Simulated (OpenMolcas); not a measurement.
**A workflow on BH3O (BH2(OH))**

Aim: a single-point energy (UHF/STO-3G), then a single-point energy (CASSCF(2,2)/STO-3G), then the energy (CASPT2(2,2)/STO-3G), then the energy (SC-NEVPT2(2,2)/STO-3G), then a single-point energy (MRCI(2,2)/STO-3G) of BH3O (BH2(OH)). 

The calculation is run with OpenMolcas 26.06.

### 1 The structure to begin with

BH3O has 5 atoms, charge 0, and is taken as a singlet. SMILES: `[H]B([H])O`. The O4–H5 distance was set to 1.438 Å, away from the relaxed value. At this shape a bond of the SMILES string is far longer than usual.

Bond lengths: B1–O4 1.325 Å, B1–H2 1.172 Å, B1–H3 1.182 Å. Angles: H2–B1–O4 115.8°, H3–B1–O4 122.8°, H2–B1–H3 121.4°. A long bond or contact: O4–H5 1.438 Å.

### 2 The energy at UHF/STO-3G (run 1)

The input, step1.inp:

```
* BH3O Hartree-Fock

&GATEWAY
  BASLIB
  $CurrDir
  COORD
  5
  bohr
  B      1.38403730     0.67222283    -0.42788124
  H      3.52430332     0.83768725    -0.97044051
  H      0.05389688     2.46534615    -0.37534685
  O      0.57071808    -1.63547292     0.10689236
  H     -2.04506161    -1.93730943     0.77539242
  BASIS
  STO-3G
  GROUP
  NoSym

&SEWARD

&SCF
  UHF
  SCRAMBLE
  0.25
  PRORBITALS
  1 1
```

The basis set STO-3G is read from a file made from the Basis Set Exchange's data (not shown).

On the command line:

```sh
export MOLCAS_MEM=1860
pymolcas step1.inp > step1.log
```

The log of the run:

```text
--- Start Module: gateway ---
[...]
--- Stop Module: gateway /rc=_RC_ALL_IS_WELL_ ---
--- Start Module: seward ---
[...]
      Basis functions           13
--- Stop Module: seward /rc=_RC_ALL_IS_WELL_ ---
--- Start Module: scf ---
[...]
       Convergence after  55 Iterations
[...]
::    Total SCF energy                                -99.8827889474
[...]
      Total spin, S                                     0.3497521649
[...]
      Total electronic charge=   16.000000
      Total            charge=   -0.000000
[...]
      Dipole Moment (debye):
      Origin of the operator (angstrom)=    0.4566   -0.3063   -0.0630
                   X= -8.2495E-01               Y=  8.0429E-02               Z=  1.8866E-01           Total=  8.5006E-01
      Quadrupole Moment (debye*angstrom):
[...]
--- Stop Module: scf /rc=_RC_ALL_IS_WELL_ ---
[...]
```

Run time: 2.6 s. Hardware: 1 thread of Arm Neoverse V1, shared host; peak memory 0.37 GiB.

### 3 A single-point energy at CASSCF(2,2)/STO-3G (run 2)

The input, step2.input:

```
>>> EXPORT MOLCAS_PRINT=2

&GATEWAY
 BASLIB=$CurrDir
 COORD
 5
 bohr
 B      1.38403730     0.67222283    -0.42788124
 H      3.52430332     0.83768725    -0.97044051
 H      0.05389688     2.46534615    -0.37534685
 O      0.57071808    -1.63547292     0.10689236
 H     -2.04506161    -1.93730943     0.77539242
 BASIS=STO-3G
 GROUP=NoSym

&SEWARD

&RASSCF
 FILEORB=$CurrDir/step1.UnaOrb
 SPIN=1
 NACTEL=2 0 0
 INACTIVE=7
 RAS2=2
 ORBLISTING=Nothing
```

The basis set STO-3G is read from a file made from the Basis Set Exchange's data (not shown).

On the command line:

```sh
export MOLCAS_MEM=1860
pymolcas step2.input > step2.log
```

The log of the run:

```text
--- Start Module: gateway ---
[...]
--- Stop Module: gateway /rc=_RC_ALL_IS_WELL_ ---
--- Start Module: seward ---
[...]
      Basis functions           13
--- Stop Module: seward /rc=_RC_ALL_IS_WELL_ ---
--- Start Module: rasscf ---
[...]
      Number of active orbitals                  2
[...]
      Spin quantum number                      0.0
[...]
      Active orbitals                            2
[...]
      Number of CSFs                             3
[...]
      Number of root(s) required                 1
[...]
      Convergence after 11 iterations
[...]
      printout of CI-coefficients larger than  0.05 for root  1
      energy=     -99.932158
      conf/sym  11     Coeff  Weight
             1  20   0.95973 0.92109
             3  02  -0.28092 0.07891
      Natural orbitals and occupation numbers for root  1
      sym 1:   1.842170   0.157830
      ************************************************************************************************************************
      *                                                    Final results                                                     *
[...]
::    RASSCF root number  1 Total energy:    -99.93215775
[...]
      Total electronic charge=   16.000000
      Total            charge=   -0.000000
[...]
      Dipole Moment (debye):
      Origin of the operator (angstrom)=    0.4566   -0.3063   -0.0630
                   X= -9.0391E-01               Y=  7.5920E-02               Z=  2.0826E-01           Total=  9.3069E-01
      Quadrupole Moment (debye*angstrom):
[...]
--- Stop Module: rasscf /rc=_RC_ALL_IS_WELL_ ---
[...]
```

Wall time 1.8 s (1 thread of Arm Neoverse V1, shared host); peak memory 0.37 GiB.

### 4 A single-point energy at CASPT2(2,2)/STO-3G (run 3)

The input, step3.inp:

```
&GATEWAY
BasLib=$CurrDir
Coord
5
bohr
B      1.38403730     0.67222283    -0.42788124
H      3.52430332     0.83768725    -0.97044051
H      0.05389688     2.46534615    -0.37534685
O      0.57071808    -1.63547292     0.10689236
H     -2.04506161    -1.93730943     0.77539242
Basis=STO-3G
Group=NoSym
&SEWARD
&RASSCF
FileOrb=$CurrDir/step2.RasOrb
Spin=1
Nactel=2 0 0
Inactive=7
Ras2=2
OrbListing=Nothing
&CASPT2
Imaginary=0.1
Frozen=2
```

The basis set STO-3G is read from a file made from the Basis Set Exchange's data (not shown).

On the command line:

```sh
export MOLCAS_MEM=1860
pymolcas step3.inp > step3.log
```

The log of the run:

```text
--- Start Module: gateway ---
[...]
--- Stop Module: gateway /rc=_RC_ALL_IS_WELL_ ---
[...]
      Basis functions           13
[...]
--- Start Module: rasscf ---
[...]
      Number of active orbitals                  2
[...]
      Spin quantum number                      0.0
[...]
      Active orbitals                            2
[...]
      Number of CSFs                             3
[...]
      Number of root(s) required                 1
[...]
      Convergence after  4 iterations
[...]
      printout of CI-coefficients larger than  0.05 for root  1
      energy=     -99.932158
      conf/sym  11     Coeff  Weight
             1  20   0.95973 0.92109
             3  02  -0.28092 0.07891
      Natural orbitals and occupation numbers for root  1
      sym 1:   1.842171   0.157829
      ************************************************************************************************************************
      *                                                    Final results                                                     *
[...]
::    RASSCF root number  1 Total energy:    -99.93215775
[...]
      Total electronic charge=   16.000000
      Total            charge=   -0.000000
[...]
      Dipole Moment (debye):
      Origin of the operator (angstrom)=    0.4566   -0.3063   -0.0630
                   X= -9.0391E-01               Y=  7.5906E-02               Z=  2.0826E-01           Total=  9.3069E-01
      Quadrupole Moment (debye*angstrom):
[...]
--- Stop Module: rasscf /rc=_RC_ALL_IS_WELL_ ---
--- Start Module: caspt2 ---
[...]
      E2 (Variational):          -0.0703816505
      Total energy:            -100.0025394027
[...]
      Reference weight:           0.96922
[...]
::    CASPT2 Root  1     Total energy:   -100.00253940
[...]
--- Stop Module: caspt2 /rc=_RC_ALL_IS_WELL_ ---
[...]
```

Run time: 1.7 s. Hardware: 1 thread of Arm Neoverse V1, shared host; peak memory 0.37 GiB.

### 5 The energy at SC-NEVPT2(2,2)/STO-3G (run 4)

The input, step4.inp:

```
&GATEWAY
BASLIB=$CurrDir
COORD
5
bohr
B      1.38403730     0.67222283    -0.42788124
H      3.52430332     0.83768725    -0.97044051
H      0.05389688     2.46534615    -0.37534685
O      0.57071808    -1.63547292     0.10689236
H     -2.04506161    -1.93730943     0.77539242
BASIS=STO-3G
GROUP=NoSym
&SEWARD
&RASSCF
FILEORB=$CurrDir/step2.RasOrb
SPIN=1
NACTEL=2 0 0
INACTIVE=7
RAS2=2
ORBLISTING=Nothing
&CASPT2
SC-NEVPT2
FROZEN=2
```

The basis set STO-3G is read from a file made from the Basis Set Exchange's data (not shown).

On the command line:

```sh
export MOLCAS_MEM=1860
pymolcas step4.inp > step4.log
```

The log of the run:

```text
--- Start Module: gateway ---
[...]
--- Stop Module: gateway /rc=_RC_ALL_IS_WELL_ ---
[...]
      Basis functions           13
[...]
--- Start Module: rasscf ---
[...]
      Number of active orbitals                  2
[...]
      Spin quantum number                      0.0
[...]
      Active orbitals                            2
[...]
      Number of CSFs                             3
[...]
      Number of root(s) required                 1
[...]
      Convergence after  4 iterations
[...]
      printout of CI-coefficients larger than  0.05 for root  1
      energy=     -99.932158
      conf/sym  11     Coeff  Weight
             1  20   0.95973 0.92109
             3  02  -0.28092 0.07891
      Natural orbitals and occupation numbers for root  1
      sym 1:   1.842171   0.157829
      ************************************************************************************************************************
      *                                                    Final results                                                     *
[...]
::    RASSCF root number  1 Total energy:    -99.93215775
[...]
      Total electronic charge=   16.000000
      Total            charge=   -0.000000
[...]
      Dipole Moment (debye):
      Origin of the operator (angstrom)=    0.4566   -0.3063   -0.0630
                   X= -9.0391E-01               Y=  7.5906E-02               Z=  2.0826E-01           Total=  9.3069E-01
      Quadrupole Moment (debye*angstrom):
[...]
--- Stop Module: rasscf /rc=_RC_ALL_IS_WELL_ ---
--- Start Module: caspt2 ---
[...]
      E2 (Variational):          -0.0706602805
[...]
      E2 (Variational):          -0.0705757369
      Total energy:            -100.0027334891
[...]
      Reference weight:           0.96869
[...]
::    SC-NEVPT2 Root  1     Total energy:   -100.00273349
[...]
--- Stop Module: caspt2 /rc=_RC_ALL_IS_WELL_ ---
[...]
```

Wall time 1.7 s (1 thread of Arm Neoverse V1, shared host); peak memory 0.37 GiB.

### 6 A single-point energy at MRCI(2,2)/STO-3G (run 5)

The input, step5.inp:

```
* BH3O MRCI
&GATEWAY
BasLib = $CurrDir
Coord
5
bohr
B      1.38403730     0.67222283    -0.42788124
H      3.52430332     0.83768725    -0.97044051
H      0.05389688     2.46534615    -0.37534685
O      0.57071808    -1.63547292     0.10689236
H     -2.04506161    -1.93730943     0.77539242
Basis = STO-3G
Group = NoSym
&SEWARD
&RASSCF
FileOrb = $CurrDir/step2.RasOrb
Spin = 1
Nactel = 2 0 0
Inactive = 7
Ras2 = 2
OrbListing = Nothing
&MOTRA
LumOrb
Frozen = 2
&GUGA
Electrons = 12
Spin = 1
Inactive = 5
Active = 2
CIAll = 1
&MRCI
SDCI
```

The basis set STO-3G is read from a file made from the Basis Set Exchange's data (not shown).

On the command line:

```sh
export MOLCAS_MEM=1860
pymolcas step5.inp > step5.log
```

The log of the run:

```text
--- Start Module: gateway ---
[...]
--- Stop Module: gateway /rc=_RC_ALL_IS_WELL_ ---
[...]
      Basis functions           13
[...]
      Number of active orbitals                  2
[...]
      Spin quantum number                      0.0
[...]
      Active orbitals                            2
[...]
      Number of CSFs                             3
[...]
      Number of root(s) required                 1
[...]
      Convergence after  4 iterations
[...]
      printout of CI-coefficients larger than  0.05 for root  1
      energy=     -99.932158
      conf/sym  11     Coeff  Weight
             1  20   0.95973 0.92109
             3  02  -0.28092 0.07891
      Natural orbitals and occupation numbers for root  1
      sym 1:   1.842171   0.157829
      ************************************************************************************************************************
      *                                                    Final results                                                     *
[...]
::    RASSCF root number  1 Total energy:    -99.93215775
[...]
      Dipole Moment (debye):
      Origin of the operator (angstrom)=    0.4566   -0.3063   -0.0630
                   X= -9.0391E-01               Y=  7.5906E-02               Z=  2.0826E-01           Total=  9.3069E-01
      Quadrupole Moment (debye*angstrom):
[...]
--- Start Module: guga ---
[...]
--- Stop Module: guga /rc=_RC_ALL_IS_WELL_ ---
[...]
       (But an ACPF correction will be computed)
       USE THE DEFAULT ACPF G-VALUE GFAC=  0.16666666666666666
[...]
                      CI ENERGY:  -100.02018725
[...]
                ACPF CORRECTION:    -0.00456312
[...]
      Total electronic charge=   16.000000
      Total            charge=   -0.000000
[...]
     ACPF CORRECTION:     -0.00456312
[...]
  CI State   1     Total energy:   -100.02018725     QDav:     -0.00553311     QACPF:     -0.00456312
[...]
```

Run time: 1.9 s. Hardware: 1 thread of Arm Neoverse V1, shared host; peak memory 0.37 GiB.

### 7 Results

| quantity | value |
| --- | --- |
| run 1, UHF/STO-3G: total energy | -99.88279 Eh |
| run 1, UHF/STO-3G: dipole moment | 0.85 D |
| run 1, UHF/STO-3G: HOMO energy | -10.22 eV |
| run 1, UHF/STO-3G: LUMO energy | 8.01 eV |
| run 1, UHF/STO-3G: HOMO–LUMO gap | 18.23 eV |
| run 1, UHF/STO-3G: ⟨S²⟩ | 0.472 |
| run 2, CASSCF(2,2)/STO-3G: total energy | -99.93216 Eh |
| run 2, CASSCF(2,2)/STO-3G: dipole moment (CASSCF density) | 0.93 D |
| run 3, CASPT2(2,2)/STO-3G: total energy | -100.00254 Eh |
| run 3, CASPT2(2,2)/STO-3G: dipole moment (CASSCF density) | 0.93 D |
| run 4, SC-NEVPT2(2,2)/STO-3G: total energy | -100.00273 Eh |
| run 4, SC-NEVPT2(2,2)/STO-3G: dipole moment (CASSCF density) | 0.93 D |
| run 5, MRCI(2,2)/STO-3G: total energy | -100.02019 Eh |
| run 5, MRCI(2,2)/STO-3G: dipole moment (CASSCF density) | 0.93 D |

**Reading.** ⟨S²⟩ (run 1, UHF/STO-3G) is 0.47 where a pure singlet has 0.00: the reference is spin-contaminated. Mulliken charges (run 1, UHF/STO-3G) run from -0.20 on O4 to +0.26 on B1; they depend strongly on the basis. Mulliken charges (run 4, SC-NEVPT2(2,2)/STO-3G) of the CASSCF density run from -0.20 on O4 to +0.27 on B1; they depend strongly on the basis.
